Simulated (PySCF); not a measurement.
Run record: geometry optimisation, 3-methyl-2-butanethiol (`CC(C)[C@@H](C)S`).

Method: PBE0-D3(BJ)/def2-SVP geometry optimisation, gas phase (PySCF 2.14.0). Start geometry: GFN2-xTB. The input is one job of a driver script: a line of settings, then coordinates in Å.

Input:
```
{"job": {"xc": "PBE0", "basis": "def2-SVP", "d3": "d3bj", "grid": 2, "kind": "geom"}, "charge": 0, "multiplicity": 1}
C     -0.642541     1.339632    -0.624068
C     -0.663704     0.243656     0.438473
C     -1.656086    -0.851327     0.046883
C      0.720619    -0.360677     0.718418
C      1.481934    -0.854473    -0.499989
S      1.768582     0.814939     1.669500
H     -1.628271     1.791974    -0.701859
H     -0.378834     0.935312    -1.598387
H      0.064641     2.124233    -0.363756
H     -1.006015     0.688941     1.380078
H     -1.679198    -1.639220     0.796616
H     -2.655835    -0.431989    -0.039111
H     -1.391721    -1.291881    -0.911484
H      0.594552    -1.186323     1.425606
H      0.898539    -1.600962    -1.033938
H      2.419026    -1.310865    -0.188628
H      1.711288    -0.035510    -1.178181
H      2.034263     1.630856     0.652172
```

Output:
```
step   0  E = -595.31723681  max force = 0.012590
step   1  E = -595.31913528  max force = 0.002394
step   2  E = -595.31919596  max force = 0.000565
step   3  E = -595.31920925  max force = 0.000364
optimisation converged
```

Energies in Eh; «max force» is the largest Cartesian gradient component in Eh/bohr.

Q: How much energy does the optimisation release, in kJ/mol?

A: E(step 0) − E(last step) = 0.001972 Eh, which is 5.2 kJ/mol.

Q: Give the first gradient maximum in eV/Å.

A: With 1 Eh/bohr = 51.422 eV/Å, 0.647 eV/Å.

Main results: final energy -595.31921 Eh after 3 steps; dipole 1.62 D.

Time: 36 s; peak memory 0.73 GiB. Hardware: Arm Neoverse V2, one thread, shared host.
Labels such as C1 count atoms from 1, the log's own numbers from 0.
